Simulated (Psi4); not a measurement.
Reaction (SMILES): OCl (OH-Cl) + H+ → [OH2+]Cl
B3LYP-D3(BJ)/def2-TZVP geometries, fixed; electronic energies without zero-point terms; positive where energy is released.
Largest species:
```xyz
4

O     -0.0211     1.0722    -0.0746
H     -0.9457     1.3908     0.0477
Cl     0.0314    -0.6722    -0.0032
H      0.5812     1.4595     0.6026
```
Charge +1, spin multiplicity 1.

Effect of the integral screening threshold at M06-2X/cc-pV(T+d)Z with Psi4, against the last row, where the proton affinity is 159.04 kcal/mol. The proton sits at the site shown, which need not be the one that binds it best.

```tsv
setting	largest shift of a total energy (mEh)	shift of the proton affinity (kcal/mol)
ints_tolerance: 1e-6	0.000	0.000
ints_tolerance: 1e-8	0.000	0.000
ints_tolerance: 1e-10	0.000	0.000
ints_tolerance: 1e-14	0.000	0.000
```

Within 0.02 kcal/mol in the proton affinity: ints_tolerance: 1e-6; ints_tolerance: 1e-8; ints_tolerance: 1e-10. The largest shift is 0.000 mEh in a total energy and 0.000 kcal/mol in the difference.
